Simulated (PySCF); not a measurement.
Molecule: `F[C@H]1[C@H]2CC[C@@H]12`, C$_{5}$H$_{7}$F.

Molfile (atoms numbered from 1):
```
C5H7F
     RDKit          3D

 13 14  0  0  0  0  0  0  0  0999 V2000
   -1.0885    0.8227   -1.5813 F   0  0  0  0  0  0  0  0  0  0  0  0
   -1.2459    0.4336   -0.2855 C   0  0  1  0  0  0  0  0  0  0  0  0
   -0.6537   -0.8308    0.2044 C   0  0  1  0  0  0  0  0  0  0  0  0
    0.6713   -1.0875   -0.5047 C   0  0  0  0  0  0  0  0  0  0  0  0
    1.1964    0.2869   -0.0190 C   0  0  0  0  0  0  0  0  0  0  0  0
   -0.1316    0.5458    0.6825 C   0  0  1  0  0  0  0  0  0  0  0  0
   -2.2431    0.6828    0.0899 H   0  0  0  0  0  0  0  0  0  0  0  0
   -1.2431   -1.5797    0.7402 H   0  0  0  0  0  0  0  0  0  0  0  0
    0.5974   -1.2290   -1.5935 H   0  0  0  0  0  0  0  0  0  0  0  0
    1.2291   -1.9291   -0.0730 H   0  0  0  0  0  0  0  0  0  0  0  0
    2.0311    0.1880    0.6882 H   0  0  0  0  0  0  0  0  0  0  0  0
    1.4713    1.0170   -0.7953 H   0  0  0  0  0  0  0  0  0  0  0  0
   -0.2558    1.0445    1.6480 H   0  0  0  0  0  0  0  0  0  0  0  0
  1  2  1  0
  2  3  1  0
  3  4  1  0
  4  5  1  0
  5  6  1  0
  6  2  1  0
  6  3  1  0
  2  7  1  1
  3  8  1  1
  4  9  1  0
  4 10  1  0
  5 11  1  0
  5 12  1  0
  6 13  1  1
M  END
```

Geometry PBE0-D3(BJ)/def2-SVP throughout; GIAO in PySCF 2.14, gas phase, one conformer, non-relativistic; equivalent atoms averaged; basis pcSseg-1.

For orientation, WP04 gives these shifts δ (against CFCl3, TMS at the same level): F1 -244.1, C2 79.4, C4/C5 22.3, C3/C6 24.2, H7 4.23, H10/H11 1.99, H9/H12 1.84, H8/H13 1.56 ppm.

A run gave: F1 -267.6, C2 77.5, C4/C5 20.9, C3/C6 22.6, H7 4.42, H10/H11 2.12, H9/H12 1.89, H8/H13 1.55 ppm (shifts δ (against CFCl3, TMS at the same level)).

**Question.** Which functional was used in that run?
A. B97-D
B. wB97X-D
C. PBE
D. BHandHLYP

**Answer.** A. F1 tells them apart best: B97-D gives -267.6, PBE gives -276.9, BHandHLYP gives -239.5, wB97X-D gives -249.1 ppm.
